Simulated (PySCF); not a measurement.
# Vertical excitation energies

Species: 3-butyn-1-ol, C₄H₆O.
SMILES with atom numbers: `[CH:1]#[C:2][CH2:3][CH2:4][OH:5]` (hydrogens: H6 on C1; H7, H8 on C3; H9, H10 on C4; H11 on O5)

Structure used (PBE0-D3(BJ)/def2-SVP), in Å, numbered top down from 1:
```
atom  x, y, z in Å
C1     2.5690    0.4316    0.2124
C2     1.4833   -0.0952    0.1122
C3     0.1658   -0.7014   -0.0068
C4    -0.9655    0.3162    0.0458
O5    -2.1652   -0.3901   -0.1021
H6     3.5355    0.8921    0.2982
H7     0.0127   -1.4394    0.7984
H8     0.0894   -1.2585   -0.9558
H9    -0.8168    1.0633   -0.7587
H10   -0.9149    0.8626    1.0082
H11   -2.8952    0.2332   -0.0511
```

Computed with TDDFT PBE0/def2-SVPD, vertical, gas phase, core orbitals frozen in the response in PySCF.

```csv
state,E (eV),E (kJ/mol),λ (nm),f,"main configurations (H = HOMO, L = LUMO)"
S1,6.59,636,188.0,0.0000,"H→L+1 (51%), H→L+3 (25%), H-1→L+2 (20%)"
S2,6.89,665,179.9,0.0029,"H→L+2 (47%), H-1→L+1 (36%), H-1→L+3 (14%)"
S3,6.93,669,178.9,0.0003,"H-1→L+2 (77%), H→L+1 (15%)"
S4,7.06,681,175.5,0.0013,H-2→L (96%)
S5,7.38,712,168.0,0.017,"H→L (79%), H→L+3 (17%)"
S6,7.43,717,166.8,0.018,"H-1→L (84%), H-1→L+3 (10%)"
S7,7.69,742,161.2,0.016,"H→L+3 (51%), H→L+1 (28%), H→L (20%)"
S8,7.75,748,160.0,0.033,"H-1→L+3 (48%), H-1→L+1 (36%), H-1→L (14%)"
S9,7.94,766,156.1,0.0016,H-2→L+1 (94%)
S10,8.37,808,148.1,0.0072,H-2→L+2 (98%)
```

Triplets, Tamm–Dancoff:

```json
{"state": "T1", "E (eV)": "5.29", "λ (nm)": "234.2", "main configurations (H = HOMO, L = LUMO)": "H→L+2 (44%), H-1→L+1 (28%), H-1→L+3 (20%)"}
{"state": "T2", "E (eV)": "5.83", "λ (nm)": "212.5", "main configurations (H = HOMO, L = LUMO)": "H-1→L+2 (36%), H→L+1 (36%), H→L+3 (22%)"}
{"state": "T3", "E (eV)": "5.85", "λ (nm)": "212.0", "main configurations (H = HOMO, L = LUMO)": "H→L+2 (49%), H-1→L+1 (27%), H-1→L+3 (18%)"}
{"state": "T4", "E (eV)": "6.65", "λ (nm)": "186.3", "main configurations (H = HOMO, L = LUMO)": "H-1→L+2 (59%), H→L+1 (26%), H→L+3 (11%)"}
```

The lowest singlet comes at 188 nm (636 kJ/mol) in the vacuum ultraviolet; it is dark (f under 0.0005); its leading configuration is HOMO→LUMO+1 (51%). The strongest level in the table is S8 at 7.75 eV (160 nm, f = 0.033). Löwdin shares by element: HOMO carbon 89% or more, hydrogen 4% or more; LUMO oxygen 34%, hydrogen 28% or more, carbon 18% or more (atoms not listed hold the other 19%). Orbital energies (eV): HOMO-3 -10.01, HOMO-2 -8.19, HOMO-1 -7.84, HOMO -7.77, LUMO 0.48, LUMO+1 0.90, LUMO+2 1.16. Of the 10 states listed, 4 reach f = 0.01 and 2 stay under 0.0005. The oscillator strengths of these states sum to 0.096; summed over the whole spectrum of an exact calculation they would give the number of electrons, 38 (Thomas–Reiche–Kuhn). No computed singlet lies in the visible range (380 to 750 nm); the lowest, at 188 nm, stands 3.33 eV above its violet end (3.26 eV). The vertical ionisation energy (ΔSCF) is 9.98 eV, 1.61 eV above S10. Only the lowest 10 singlets were computed, as vertical energies without vibronic structure.

One conformer stands for the species.
